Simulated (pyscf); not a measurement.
A first-order saddle from PySCF, ωB97X-D3(BJ)/def2-SVP:

```xyz
7

O      0.0539    -0.2331     0.8802
P     -0.9885     0.7757    -0.3737
O      0.3941     0.8408    -1.0708
O     -1.7270    -0.5722    -0.9885
H     -0.1945    -1.1723     0.8660
H      0.7092     0.0590    -0.0453
H     -2.6850    -0.5207    -0.8655
```

Surface: singlet, charge 0. Lowest wavenumbers (cm⁻¹): 1381i, 236, 366, 413, 518.

Which two sides does it connect, and which bonds change?

HO–P(OH)–OH <-> H₂O + O=P–OH, an elimination read from left to right: O–P, H–O broken and H–O formed. At CCSD(T)/def2-TZVPP + ΔMP2(QZVPP) it lies +36.8 kcal/mol from the left side and +16.4 kcal/mol from the right (each side as separated species at their lowest minima found). One saddle was located; it need not be the lowest between these sides. The CCSD(T) − MP2 part came from Ansatz, without density fitting, on the same reference.
